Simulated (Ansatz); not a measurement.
Cartesian coordinates (Å):
```xyz
6

C     -0.4883     0.0014     0.0018
C      0.9709    -0.0027    -0.0036
N      2.1289    -0.0060    -0.0079
H     -0.8753    -0.6573    -0.7902
H     -0.8679    -0.3548     0.9714
H     -0.8683     1.0195    -0.1714
```
Charge +1, spin multiplicity 2.

The numbers are results of frozen-core CCSD(T)/cc-pVTZ // B3LYP-D3(BJ)/def2-SVP (Ansatz, a first-principles code), not measurements. The geometry is that of the parent before the electron was removed.

* **HF energy**: -131.57355 Ha
* **MP2 correlation energy**: -0.44373 Ha

Question: Estimate the CCSD correlation energy, the (T) correction, the total energy and the T1 diagnostic.

Answer: 
```
Item                            Result
-----------------------  -------------
CCSD correlation energy    -0.47628 Ha
(T) correction             -0.02085 Ha
CCSD(T) total energy     -132.07068 Ha
T1 diagnostic                    0.025
```
